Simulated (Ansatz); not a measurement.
Ba: from a trial structure to a relaxed crystal

Method: DFT r2SCAN, scalar-relativistic, plane waves, PAW (Ansatz 0.2.0). Cutoff 500 eV, Γ-centred k mesh, Gaussian smearing, no spin polarisation in the final step.

Ba was placed on the beta-tin structure type (I4_1/amd, No. 141), at a guessed volume.

```
Ba
1.0
    -3.93985    3.93985    2.14926
     3.93985   -3.93985    2.14926
     3.93985    3.93985   -2.14926
Ba
2
Direct
  0.00000 0.00000 0.00000
  0.75000 0.25000 0.50000
```

Steps on the 14×14×14 mesh (2 atoms). 4 of 5 steps are shown, and the free energy counts from the last. Trial steps that were taken back and renewals of the plane-wave basis can be among the rows.

| step | ΔF (meV/atom) | V (Å³/atom) | P (GPa) |
| --- | --- | --- | --- |
| 1 | 17.7 | 66.72 | -0.75 |
| 2 | 10.3 | 64.98 | -0.60 |
| 3 | 0.1 | 59.12 | 0.09 |
| 5 | 0.0 | 59.85 | -0.01 |

A final relaxation ran on a 16×16×16 mesh. The relaxed crystal, I4_1/amd (No. 141):

```cif
data_structure
_symmetry_space_group_name_H-M 'I4_1/amd:1'
_symmetry_Int_Tables_number 141
_cell_length_a 7.6167
_cell_length_b 7.6167
_cell_length_c 4.1268
_cell_angle_alpha 90.000
_cell_angle_beta 90.000
_cell_angle_gamma 90.000
_cell_volume 239.41
loop_
_atom_site_label
_atom_site_type_symbol
_atom_site_symmetry_multiplicity
_atom_site_Wyckoff_symbol
_atom_site_fract_x
_atom_site_fract_y
_atom_site_fract_z
_atom_site_occupancy
Ba1 Ba 4 a 0.00000 0.00000 0.00000 1
```

```
Volume per atom                    : 59.85 Å³
Density                            : 3.81 g/cm³
Energy over the standard structure : 0.13 eV/atom
Gap on the 16×16×16 mesh           : 0 eV (a metal)
```

Energies count from the standard state of Ba at the same level.

The final run used a 16×16×16 mesh on its 2-atom cell and 0.10 eV smearing. The k mesh leaves about 4 meV/atom of noise in metals.

Symmetry constrained the relaxation, so the result can be a saddle point.